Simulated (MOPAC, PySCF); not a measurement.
C2H2O, SMILES `C=C=O`, neutral singlet in the gas phase. 

Cartesian coordinates (Å):
```xyz
5

C     -0.5376     0.0683     0.0003
C      0.7604    -0.0966    -0.0004
O      1.9106    -0.2427    -0.0011
H     -0.9485     1.0654     0.0230
H     -1.1849    -0.7944    -0.0218
```
Charge 0, multiplicity 1.

All levels are single points at this geometry (B3LYP-D3(BJ)/def2-TZVP); Pople sets use spherical d functions. Orbital energies aren't observables, and empty levels follow the basis.

```csv
level,HOMO (eV),LUMO (eV),gap (eV),dipole (D),"vertical IE, Delta-SCF (eV)"
B3LYP-D3(BJ)/def2-TZVP in PySCF,-6.91,-1.23,5.68,1.47,9.80
B3LYP/3-21G in PySCF,-6.41,-0.80,5.61,1.32,–
BP86/6-31G* in PySCF,-5.57,-1.84,3.72,1.33,–
PBE/6-31G* in PySCF,-5.45,-1.74,3.71,1.30,9.50
HF/6-31G* in PySCF,-9.81,3.76,13.57,1.77,8.48
AM1 in MOPAC,-9.50,0.50,10.01,0.98,–
```
